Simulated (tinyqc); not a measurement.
Pariser-Parr-Pople SCF with singles CI, for the molecule C=C1C=CN=C1 (SMILES; centres numbered as the heavy atoms are written), step by step. One step of it, computed by the program tinyqc.

Problem. Iteration 2: Fock matrix. F_rr = H_rr + P_rr gamma_rr / 2 + sum_(s != r) P_ss gamma_rs; F_rs = H_rs - P_rs gamma_rs / 2; E = tr P (H + F) / 2 + core repulsion sum_(r<s) z_r z_s gamma_rs.

P after iteration 1:
```
           1C         2C         3C         4C         5N         6C
1C   0.813289   0.831101   0.184669  -0.328096  -0.324237   0.165926
2C   0.831101   0.987462   0.390668  -0.046443  -0.041300   0.390679
3C   0.184669   0.390668   1.084325   0.812421  -0.071226  -0.375585
4C  -0.328096  -0.046443   0.812421   1.025235   0.474972  -0.062713
5N  -0.324237  -0.041300  -0.071226   0.474972   0.976004   0.813583
6C   0.165926   0.390679  -0.375585  -0.062713   0.813583   1.113686
```

core matrix H (eV):
```
            1C          2C          3C          4C          5N          6C
1C  -29.436839   -2.390000    0.000000    0.000000    0.000000    0.000000
2C   -2.390000  -34.260424   -2.390000    0.000000    0.000000   -2.390000
3C    0.000000   -2.390000  -32.906595   -2.390000    0.000000    0.000000
4C    0.000000    0.000000   -2.390000  -32.270177   -2.350000    0.000000
5N    0.000000    0.000000    0.000000   -2.350000  -34.305089   -2.350000
6C    0.000000   -2.390000    0.000000    0.000000   -2.350000  -33.058380
```

repulsion gamma_rs (eV):
```
          1C        2C        3C        4C         5N        6C
1C  9.540000  4.949358  3.595888  2.806031   2.919675  3.595888
2C  4.949358  9.540000  4.948739  3.815199   4.028389  4.948739
3C  3.595888  4.948739  9.540000  4.949935   4.027958  3.814075
4C  2.806031  3.815199  4.949935  9.540000   5.314201  3.814812
5N  2.919675  4.028389  4.027958  5.314201  12.450000  5.314866
6C  3.595888  4.948739  3.814075  3.814812   5.314866  9.540000
```

Centres (angstrom, eV; a flat drawing with bonds scaled to 1.40 angstrom):
```
centre          x          y  core charge z          W   gamma_rr
1C       2.159000   0.000000              1  11.570000   9.540000
2C       0.759000   0.000000              1  11.570000   9.540000
3C      -0.064000   1.133000              1  11.570000   9.540000
4C      -1.395000   0.700000              1  11.570000   9.540000
5N      -1.395000  -0.700000              1  12.700000  12.450000
6C      -0.064000  -1.133000              1  11.570000   9.540000
```

Give: F; pi energy.

Solution.

F (eV):
```
        1C      2C      3C      4C      5N      6C
1C  -7.040  -4.447  -0.332   0.460   0.473  -0.298
2C  -4.447  -6.804  -3.357   0.089   0.083  -3.357
3C  -0.332  -3.357  -6.669  -4.401   0.143   0.716
4C   0.460   0.089  -4.401  -6.528  -3.612   0.120
5N   0.473   0.083   0.143  -3.612  -6.142  -4.512
6C  -0.298  -3.357   0.716   0.120  -4.512  -6.701
```

pi energy = -80.301 eV
